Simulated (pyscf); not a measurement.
H₃C–Al(CH₃)–F (SMILES [CH3][Al]([CH3])[F]) + CH₃• (SMILES [CH3]) → H₃C–CH₃ (SMILES CC) + [H₃C–Al–F]• (SMILES [CH3][Al][F]) (substitution at C; doublet surface; Al–C broken, C–C formed). Optimised with ωB97X-D3(BJ)/def2-SVP in PySCF. Energies in kJ/mol from the separated reactants.

| level | barrier | reaction energy |
|---|---|---|
| PBE/def2-TZVP | 94.2 | -62.7 |
| r²SCAN/def2-TZVP | 117.0 | -39.5 |
| PBE0-D3(BJ)/def2-TZVP | ___ | -55.2 |
| M06-2X/def2-TZVP | 133.2 | -53.3 |
| ωB97M-D3(BJ)/def2-TZVP | ___ | ___ |
| HF/def2-TZVP | 222.6 | -26.4 |

Question: Some entries are withheld; supply them.

Answer: 
- PBE0-D3(BJ)/def2-TZVP, barrier: 119.6
- ωB97M-D3(BJ)/def2-TZVP, barrier: 148.2
- ωB97M-D3(BJ)/def2-TZVP, reaction energy: -41.3

The functionals in the table span 54.0 kJ/mol in this barrier, from PBE to ωB97M-D3(BJ). This is the saddle that the search found; another between the same sides may lie lower. The angle at the attacked C is 160°.
